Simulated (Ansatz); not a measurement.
The same path of BH3 + FH (6 atoms, charge 0, multiplicity 1) was run twice with different band settings. Lost on the way: B1–H2, F5–H6. Made: B1–F5, H2–H6.

Method: Ansatz 0.2.0, RKS B3LYP/def2-SVP.

Relaxed end points:

```xyz
6
Properties=species:S:1:pos:R:3
B 0.004 0.128 0.047
H 0.001 0.556 1.182
H 1.039 0.147 -0.569
H -1.044 0.077 -0.546
F 0.069 -1.742 0.665
H 0.037 -1.568 1.580
```

```xyz
6
Properties=species:S:1:pos:R:3
B 0.018 -0.468 -0.603
H 0.000 0.211 2.369
H 1.067 0.125 -0.687
H -1.067 0.054 -0.684
F 0.062 -1.775 -0.423
H 0.026 -0.549 2.388
```

Common settings: movable images 5; climbing image yes; spring 5.0 eV/Å²; optimiser quadratic models (default); start path through a guess of the saddle point; iteration limit 60; end points relaxed.

| run | force threshold |
| --- | --- |
| 1 | 0.05 eV/Å |
| 2 | 0.2 eV/Å |

(1) What does each run give, and how far can it be trusted?

Results:

(1) Run 1: converged after 12 iterations, highest image 0.396 eV above the first end. A vibrational analysis at the climbing image gives one clearly imaginary mode, 1141i cm⁻¹: a first-order saddle point.
Run 2: converged after 10 iterations, highest image 0.396 eV above the first end. The threshold of 0.2 eV/Å is loose, so the images may lie well off the minimum-energy path. Another band between the same ends (5 images) ends at a top of the same energy, where a vibrational analysis finds 1 clearly imaginary mode.
The orbitals stay closed-shell, which can raise the energy where a bond breaks towards radicals; this wasn't checked here.
